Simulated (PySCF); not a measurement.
Threshold energies of SiB in a plasma

PBE0 in PySCF with def2-TZVPPD on every atom, for the lowest determinant that a PBE0 search found; no spin–orbit coupling.

```json
{"species": "SiB", "state (unpaired electrons)": "quartet (σ ↑, π ↑↑)", "Re (Å)": "1.904", "ωe (cm⁻¹)": "772", "energy of the minimum from the neutral (eV)": "0.00", "De (eV)": "3.56", "dissociates to": "Si + B"}
{"species": "SiB⁺", "state (unpaired electrons)": "triplet (σ ↑, π ↑)", "Re (Å)": "2.095", "ωe (cm⁻¹)": "553", "energy of the minimum from the neutral (eV)": "8.97", "De (eV)": "2.81", "dissociates to": "Si⁺ + B"}
{"species": "SiB⁻", "state (unpaired electrons)": "triplet (σ ↑, π ↑)", "Re (Å)": "1.853", "ωe (cm⁻¹)": "831", "energy of the minimum from the neutral (eV)": "-1.49", "De (eV)": "3.81", "dissociates to": "Si⁻ + B"}
```

Task: Work out the lowest energy to break SiB into atoms, from its vibrational ground state.

Result: D0 = De − ωe/2 = 3.56 − 0.05 = 3.51 eV (PBE0/def2-TZVPPD).

Task: Work out the ionisation energy of the Si atom at this level and the threshold of dissociative ionisation.

Result: IE(Si) = 8.97 + 2.81 − 3.56 = 8.22 eV, so Si⁺ + B + e⁻ appears at D0 + IE(Si) = 11.73 eV (PBE0/def2-TZVPPD). The measured IE(Si) is 8.152 eV (NIST ASD).

Task: Work out the electron affinity of the Si atom and the threshold of dissociative attachment.

Result: EA(Si) = 3.56 − 3.81 − (-1.49) = 1.24 eV, so Si⁻ + B needs D0 − EA(Si) = 2.27 eV (PBE0/def2-TZVPPD). The measured EA(Si) is 1.39 eV.

These are thermodynamic thresholds; the onsets seen under electron impact lie higher where the geometry changes, and cross-sections peak well above them.

For an ion De counts to the pair picked by the measured ionisation energies or electron affinities, which need not be the lowest pair at this level. The highest Kohn–Sham level is positive in this anion. Much of that is self-interaction error, but it also means that the finite basis helps to hold the extra electron. States were picked by a PBE0 search and need not be the measured ground states.
